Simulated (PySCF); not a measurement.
SMILES C1SC1 (CAM-B3LYP/def2-SVP optimised geometry):

```
7

C     -0.740    -0.682     0.000
C      0.740    -0.682     0.000
S      0.000     0.971     0.000
H     -1.258    -0.971     0.919
H     -1.258    -0.971    -0.919
H      1.258    -0.971    -0.919
H      1.258    -0.971     0.919
```

Method: CAM-B3LYP/def2-TZVP (PySCF).

### Question
What are the frontier orbital energies and the dipole moment?

### Answer
HOMO-2 -10.54 eV, HOMO-1 -10.31 eV, HOMO -7.90 eV, LUMO 1.34 eV, LUMO+1 2.15 eV; dipole moment 1.91 D.

On the same geometry PySCF 2.14.0 with PBE/def2-TZVP gives HOMO-2 -7.98 eV, HOMO-1 -7.80 eV, HOMO -5.30 eV, LUMO -0.80 eV, LUMO+1 0.33 eV; dipole moment 1.84 D.

Meta-Löwdin charges at CAM-B3LYP/def2-TZVP: C1 -0.24, C2 -0.24, S3 -0.03, H4 0.13, H5 0.13, H6 0.13, H7 0.13.
